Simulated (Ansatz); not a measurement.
# PH3 (phosphine), step by step

Aim: a point of an energy scan (MP2/def2-SV(P)), then a point of an energy scan (MP2/def2-SV(P)), then a point of an energy scan (UMP2/def2-SV(P)), then a point of an energy scan (UMP2/def2-SV(P)), then a point of an energy scan (UMP2/def2-SV(P)) of PH3 (phosphine). 

The results are computed with Ansatz 0.2.0.

## Step 1: Starting point

PH3: 4 atoms, total charge 0, spin state singlet. As SMILES, `P`. The coordinates come from a PBE0-D4/def2-TZVP relaxation.

Bond lengths: P1–H2 1.420 Å, P1–H3 1.420 Å, P1–H4 1.420 Å. Angles: H2–P1–H3 93.1°, H2–P1–H4 93.1°, H3–P1–H4 93.1°.

## Step 2: A point of an energy scan at MP2/def2-SV(P) (held atoms (2, 1), held distance 1.4908 angstrom) (run 1)

The input, molecule.yaml:

```yaml
basis:
  gaussian:
    orbitals: def2-SV_P_.json
crystal:
  periodic: [false, false, false]
  atoms:
    - {symbol: P, position_ang: [0.346000, -0.326500, -0.332800]}
    - {symbol: H, position_ang: [0.630900, -0.034000, 1.027000]}
    - {symbol: H, position_ang: [-1.005500, -0.663000, -0.057200]}
    - {symbol: H, position_ang: [0.028700, 1.023500, -0.636900]}
correlation:
  method: mp2
relax:
  max_steps: 60
  constraints: [{distance: [1, 0], at: 1.4908}]
```

The basis set def2-SV(P) is read from a file made from the Basis Set Exchange's data (not shown).

Command:

```sh
$ ansatz run molecule.yaml --threads 1 --pin off --max-ram 2610MiB --events-out events.jsonl --progress --plain --runs-dir runs
```

Standard output:

```text
Warning: RAYON_NUM_THREADS=1 ignored (pool sized by the plan → 1); use --threads N
The last accepted step is kept in runs//last_step.txt (removed where the run ends without a failure and the disk answers)
[... 22 lines left out ...]
5 core orbitals not correlated: weight in the atoms' cores, before any rotation towards them, 1.000 or more for the frozen orbitals, at most 0.000 for the correlated occupied ones
[... 18 lines left out ...]
5 core orbitals not correlated: weight in the atoms' cores, before any rotation towards them, 1.000 or more for the frozen orbitals, at most 0.000 for the correlated occupied ones
[... 8 lines left out ...]
Dipole moment:    -0.121417     0.108238     0.098289 e Å
Checks for a lower state left out: cluster_reference
```

It took 0.67 s on 1 thread of Arm Neoverse V1, shared host.

## Step 3: A point of an energy scan at MP2/def2-SV(P) (held atoms (2, 1), held distance 1.7747 angstrom) (run 2)

The input, in.yaml:

```yaml
crystal:
  periodic: [false, false, false]
  atoms:
    - symbol: P
      position_ang: [0.334427, -0.325588, -0.350657]
    - symbol: H
      position_ang: [0.658722, -0.034485, 1.075027]
    - symbol: H
      position_ang: [-1.020007, -0.673599, -0.068759]
    - symbol: H
      position_ang: [0.026958, 1.033672, -0.655511]
basis:
  gaussian:
    orbitals: def2-SV_P_.json
correlation:
  method: mp2
relax:
  max_steps: 60
  constraints: [{distance: [1, 0], at: 1.7747}]
```

The basis set def2-SV(P) is read from a file made from the Basis Set Exchange's data (not shown).

Command:

```sh
$ ansatz run in.yaml --threads 1 --pin off --max-ram 2610MiB --events-out events.jsonl --progress --plain --runs-dir runs
```

Standard output:

```text
Warning: RAYON_NUM_THREADS=1 ignored (pool sized by the plan → 1); use --threads N
The last accepted step is kept in runs//last_step.txt (removed where the run ends without a failure and the disk answers)
[... 22 lines left out ...]
5 core orbitals not correlated: weight in the atoms' cores, before any rotation towards them, 1.000 or more for the frozen orbitals, at most 0.000 for the correlated occupied ones
[... 18 lines left out ...]
5 core orbitals not correlated: weight in the atoms' cores, before any rotation towards them, 1.000 or more for the frozen orbitals, at most 0.000 for the correlated occupied ones
[... 17 lines left out ...]
5 core orbitals not correlated: weight in the atoms' cores, before any rotation towards them, 1.000 or more for the frozen orbitals, at most 0.000 for the correlated occupied ones
[... 8 lines left out ...]
Dipole moment:    -0.144666     0.097122     0.024460 e Å
Checks for a lower state left out: cluster_reference
```

It took 0.99 s on 1 thread of Arm Neoverse V1, shared host.

## Step 4: A point of an energy scan at UMP2/def2-SV(P) (held atoms (2, 1), held distance 2.1297 angstrom) (run 3)

The input, job.yaml:

```yaml
crystal:
  periodic: [false, false, false]
  atoms:
    - symbol: P
      position_ang: [0.305824, -0.342835, -0.451880]
    - symbol: H
      position_ang: [0.730483, -0.021443, 1.241026]
    - symbol: H
      position_ang: [-1.039303, -0.667774, -0.102426]
    - symbol: H
      position_ang: [0.003096, 1.032052, -0.686621]
basis:
  gaussian: {orbitals: def2-SV_P_.json}
magnetization: {spin_polarized: true, initial_magnetization: 0}
correlation: {method: mp2}
relax: {max_steps: 60, constraints: [{distance: [1, 0], at: 2.1297}]}
```

The basis set def2-SV(P) is read from a file made from the Basis Set Exchange's data (not shown).

Command:

```sh
$ ansatz run job.yaml --threads 1 --pin off --max-ram 2610MiB --events-out events.jsonl --progress --plain --runs-dir runs
```

Standard output:

```text
Warning: RAYON_NUM_THREADS=1 ignored (pool sized by the plan → 1); use --threads N
The last accepted step is kept in runs//last_step.txt (removed where the run ends without a failure and the disk answers)
[... 14 lines left out ...]
5 core orbitals not correlated: weight in the atoms' cores, before any rotation towards them, 1.000 or more for the frozen orbitals, at most 0.000 for the correlated occupied ones
[... 17 lines left out ...]
5 core orbitals not correlated: weight in the atoms' cores, before any rotation towards them, 1.000 or more for the frozen orbitals, at most 0.000 for the correlated occupied ones
[... 18 lines left out ...]
5 core orbitals not correlated: weight in the atoms' cores, before any rotation towards them, 1.000 or more for the frozen orbitals, at most 0.000 for the correlated occupied ones
[... 8 lines left out ...]
Dipole moment:    -0.187819     0.087842    -0.079538 e Å
Checks for a lower state left out: cluster_reference
```

It took 1.1 s on 1 thread of Arm Neoverse V1, shared host.

## Step 5: A point of an energy scan at UMP2/def2-SV(P) (held atoms (2, 1), held distance 2.5556 angstrom) (run 4)

The input, job.yaml:

```yaml
basis:
  gaussian:
    orbitals: def2-SV_P_.json
crystal:
  periodic: [false, false, false]
  atoms:
    - {symbol: P, position_ang: [0.263521, -0.357407, -0.569757]}
    - {symbol: H, position_ang: [0.827673, -0.007882, 1.453900]}
    - {symbol: H, position_ang: [-1.065290, -0.664893, -0.150743]}
    - {symbol: H, position_ang: [-0.025805, 1.030182, -0.733301]}
relax:
  max_steps: 60
  constraints: [{distance: [1, 0], at: 2.5556}]
correlation:
  method: mp2
magnetization:
  spin_polarized: true
  initial_magnetization: 0
```

The basis set def2-SV(P) is read from a file made from the Basis Set Exchange's data (not shown).

Command:

```sh
$ ansatz run job.yaml --threads 1 --pin off --max-ram 2610MiB --events-out events.jsonl --progress --plain --runs-dir runs
```

Standard output:

```text
Warning: RAYON_NUM_THREADS=1 ignored (pool sized by the plan → 1); use --threads N
The last accepted step is kept in runs//last_step.txt (removed where the run ends without a failure and the disk answers)
[... 14 lines left out ...]
5 core orbitals not correlated: weight in the atoms' cores, before any rotation towards them, 1.000 or more for the frozen orbitals, at most 0.000 for the correlated occupied ones
[... 18 lines left out ...]
5 core orbitals not correlated: weight in the atoms' cores, before any rotation towards them, 1.000 or more for the frozen orbitals, at most 0.000 for the correlated occupied ones
[... 18 lines left out ...]
5 core orbitals not correlated: weight in the atoms' cores, before any rotation towards them, 1.000 or more for the frozen orbitals, at most 0.000 for the correlated occupied ones
[... 8 lines left out ...]
Dipole moment:    -0.168849     0.097359    -0.018000 e Å
Checks for a lower state left out: cluster_reference
```

Run time: 1.3 s. Hardware: 1 thread of Arm Neoverse V1, shared host.

## Step 6: A point of an energy scan at UMP2/def2-SV(P) (held atoms (2, 1), held distance 3.1235 angstrom) (run 5)

The input, run.yaml:

```yaml
crystal:
  periodic: [false, false, false]
  atoms:
    - {symbol: P, position_ang: [0.209937, -0.374312, -0.714557]}
    - {symbol: H, position_ang: [0.938849, 0.010079, 1.704538]}
    - {symbol: H, position_ang: [-1.092586, -0.662975, -0.204503]}
    - {symbol: H, position_ang: [-0.056102, 1.027208, -0.785379]}
basis:
  gaussian: {orbitals: def2-SV_P_.json}
magnetization: {spin_polarized: true, initial_magnetization: 0}
correlation: {method: mp2}
relax: {max_steps: 60, constraints: [{distance: [1, 0], at: 3.1235}]}
```

The basis set def2-SV(P) is read from a file made from the Basis Set Exchange's data (not shown).

Command:

```sh
$ ansatz run run.yaml --threads 1 --pin off --max-ram 2610MiB --events-out events.jsonl --progress --plain --runs-dir runs
```

Standard output:

```text
Warning: RAYON_NUM_THREADS=1 ignored (pool sized by the plan → 1); use --threads N
The last accepted step is kept in runs//last_step.txt (removed where the run ends without a failure and the disk answers)
[... 14 lines left out ...]
5 core orbitals not correlated: weight in the atoms' cores, before any rotation towards them, 1.000 or more for the frozen orbitals, at most 0.000 for the correlated occupied ones
[... 27 lines left out ...]
5 core orbitals not correlated: weight in the atoms' cores, before any rotation towards them, 1.000 or more for the frozen orbitals, at most 0.000 for the correlated occupied ones
[... 27 lines left out ...]
5 core orbitals not correlated: weight in the atoms' cores, before any rotation towards them, 1.000 or more for the frozen orbitals, at most 0.000 for the correlated occupied ones
[... 19 lines left out ...]
Dipole moment:    -0.150975     0.102839     0.029839 e Å
Checks for a lower state left out: cluster_reference
```

It took 1.8 s on 1 thread of Arm Neoverse V1, shared host.

## Step 7: Summary of results

| quantity | value |
| --- | --- |
| run 1, MP2/def2-SV(P): total energy | -342.45988 Eh |
| run 1, MP2/def2-SV(P): dipole moment (correlated density) | 0.91 D |
| run 1, MP2/def2-SV(P): correlation energy (5 core orbitals frozen) | -108.4 mEh |
| run 2, MP2/def2-SV(P): total energy | -342.43255 Eh |
| run 2, MP2/def2-SV(P): dipole moment (correlated density) | 0.85 D |
| run 2, MP2/def2-SV(P): correlation energy (5 core orbitals frozen) | -111.8 mEh |
| run 3, UMP2/def2-SV(P): total energy | -342.37830 Eh |
| run 3, UMP2/def2-SV(P): dipole moment (correlated density) | 1.07 D |
| run 3, UMP2/def2-SV(P): correlation energy (5 core orbitals frozen) | -99.6 mEh |
| run 3, UMP2/def2-SV(P): ⟨S²⟩ of the reference determinant | 0.486 |
| run 4, UMP2/def2-SV(P): total energy | -342.35398 Eh |
| run 4, UMP2/def2-SV(P): dipole moment (correlated density) | 0.94 D |
| run 4, UMP2/def2-SV(P): correlation energy (5 core orbitals frozen) | -91.6 mEh |
| run 4, UMP2/def2-SV(P): ⟨S²⟩ of the reference determinant | 0.855 |
| run 5, UMP2/def2-SV(P): total energy | -342.34702 Eh |
| run 5, UMP2/def2-SV(P): dipole moment (correlated density) | 0.89 D |
| run 5, UMP2/def2-SV(P): correlation energy (5 core orbitals frozen) | -89.6 mEh |
| run 5, UMP2/def2-SV(P): ⟨S²⟩ of the reference determinant | 0.980 |

**Reading.** Mulliken charges (run 1, MP2/def2-SV(P)) run from -0.17 on P1 to +0.06 on H4; they depend strongly on the basis. ⟨S²⟩ (run 3, UMP2/def2-SV(P)) is 0.49 where a pure singlet has 0.00: the reference is spin-contaminated. ⟨S²⟩ (run 4, UMP2/def2-SV(P)) is 0.86 where a pure singlet has 0.00: the reference is spin-contaminated. ⟨S²⟩ (run 5, UMP2/def2-SV(P)) is 0.98 where a pure singlet has 0.00: the reference is spin-contaminated. Mulliken charges (run 5, UMP2/def2-SV(P)) run from -0.09 on P1 to +0.05 on H3; they depend strongly on the basis.
